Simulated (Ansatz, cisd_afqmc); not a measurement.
Species: HS, charge 0, doublet. HS (SMILES [SH], doublet).
HTBH set geometry:
```
S
H 1 1.3402
```
Charge 0, spin multiplicity 2.

Total energies in aug-cc-pV(Q+d)Z, 7 correlated electrons, 5 frozen orbitals. Open shells are spin-unrestricted; no spin-orbit coupling. Cores are frozen in correlated methods. No relativity. AFQMC/CISD: phaseless, guided by CISD from CCSD amplitudes; bars are statistical, one sigma. Outlying blocks are dropped, and bars are widened where a walk drifts. Over all cases where full CI ran beside it in this data, AFQMC minus full CI had a median of +0.1 mEh and passed +0.4 mEh in a tenth of the cases.

```
method         program         energy (Eh)  minus CCSDT(Q) (mEh)
----------  ----------  ------------------  --------------------
HF              Ansatz          -398.11015                197.92
MP2             Ansatz          -398.27649                 31.58
CCSD            Ansatz          -398.29930                  8.77
CCSD(T)         Ansatz          -398.30693                  1.14
CCSDT(Q)        Ansatz          -398.30807                  0.00
AFQMC/CISD  cisd_afqmc  -398.3078 ± 0.0003             0.3 ± 0.3
```

Rough core times of Ansatz's runs on a shared machine: CCSD(T) 30 s, CCSDT(Q) 20 min.

Ansatz is a program for electronic structure.
